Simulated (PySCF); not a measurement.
Molecule (SMILES): ClCl (Cl2).
Geometry (B3LYP-D3(BJ)/def2-TZVP, fixed):
```xyz
2

Cl     0.0000     0.0000    -1.0068
Cl     0.0000     0.0000     1.0068
```
Charge 0, spin multiplicity 1.

How fast the lowest singlet excitation energy converges with the basis for several methods (PySCF): deviation from each method's own reference, in eV. References: CAM-B3LYP 3.604 eV, the value in aug-pcseg-3; PBE 3.372 eV, the value in aug-pcseg-3; PBE0 3.579 eV, the value in aug-pcseg-3. All functions are spherical. Density fitting with generated auxiliary sets. No added dispersion term, no relativity. Tamm-Dancoff approximation, the state taken by its order.

| basis | functions | CAM-B3LYP | PBE | PBE0 |
|---|---|---|---|---|
| 3-21G | 26 | ___ | -0.084 | -0.141 |
| 6-31G** | 36 | ___ | -0.003 | -0.025 |
| 6-31+G* | 44 | ___ | -0.038 | -0.046 |
| cc-pV(D+d)Z | 46 | ___ | -0.003 | -0.025 |
| aug-cc-pV(D+d)Z | 64 | ___ | -0.062 | -0.081 |
| cc-pV(T+d)Z | 78 | ___ | 0.026 | 0.020 |
| jun-cc-pV(T+d)Z | 96 | ___ | -0.004 | -0.005 |
| aug-cc-pV(T+d)Z | 110 | ___ | -0.002 | -0.003 |
| cc-pV(Q+d)Z | 128 | ___ | 0.013 | 0.009 |
| def2-QZVPPD | 158 | ___ | 0.000 | 0.000 |
| aug-cc-pV(Q+d)Z | 178 | ___ | 0.000 | 0.000 |
| cc-pV(5+d)Z | 200 | ___ | 0.007 | 0.005 |

Task: What belongs in the gaps?

Result: 
- 3-21G, CAM-B3LYP: -0.172
- 6-31G**, CAM-B3LYP: -0.015
- 6-31+G*, CAM-B3LYP: -0.039
- cc-pV(D+d)Z, CAM-B3LYP: -0.010
- aug-cc-pV(D+d)Z, CAM-B3LYP: -0.077
- cc-pV(T+d)Z, CAM-B3LYP: 0.019
- jun-cc-pV(T+d)Z, CAM-B3LYP: -0.007
- aug-cc-pV(T+d)Z, CAM-B3LYP: -0.005
- cc-pV(Q+d)Z, CAM-B3LYP: 0.009
- def2-QZVPPD, CAM-B3LYP: 0.000
- aug-cc-pV(Q+d)Z, CAM-B3LYP: -0.001
- cc-pV(5+d)Z, CAM-B3LYP: 0.005

Mean absolute deviation over cc-pV(T+d)Z, jun-cc-pV(T+d)Z, aug-cc-pV(T+d)Z: PBE0 0.009, CAM-B3LYP 0.010, PBE 0.011 eV.
